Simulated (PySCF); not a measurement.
# How well do the runs reproduce experiment for LiH?

**The experiment to reproduce.**

Liu, Meijer, Perez-Rios, Phys. Chem. Chem. Phys. 22 (2020) 24191 lists, for the gas: dipole moment 5.882 D.

The results are set against them at the end.

Compound: LiH.
SMILES with atom numbers: `[LiH:1]` (hydrogens: H2 on Li1)

Structure used (PBE0-D3(BJ)/def2-SVP), in Å, numbered top down from 1:
```xyz
2
LiH angstrom
Li     0.8002   -0.0030   -0.0027
H     -0.7975    0.0042   -0.0114
```

Runs made with PySCF (gas phase, on this PBE0-D3(BJ)/def2-SVP geometry; no spin–orbit coupling):

```json
{"level": "PBE0-D3(BJ)/def2-SVP, grid level 1", "job": "geometry optimisation from a GFN2-xTB start", "basis functions": "14", "wall time": "0.7 s"}
```

Hardware: one thread, Intel Xeon Platinum 8488C (x86_64), on a shared host.

Results beside the measurements:

**Dipole moment.** Measured: 5.882 D (Liu, Meijer, Perez-Rios, Phys. Chem. Chem. Phys. 22 (2020) 24191).

| level | computed (D) | computed − measured (D) | % (from the printed values) |
| --- | --- | --- | --- |
| PBE0-D3(BJ)/def2-SVP | 5.628 | -0.254 | -4 |

The computed dipoles belong to one fixed geometry; measured ones are averaged over vibrations unless marked μe. Magnitudes are compared, not signs.

The geometry is computed, not the measured one. Where a level misses, the cause wasn't examined.
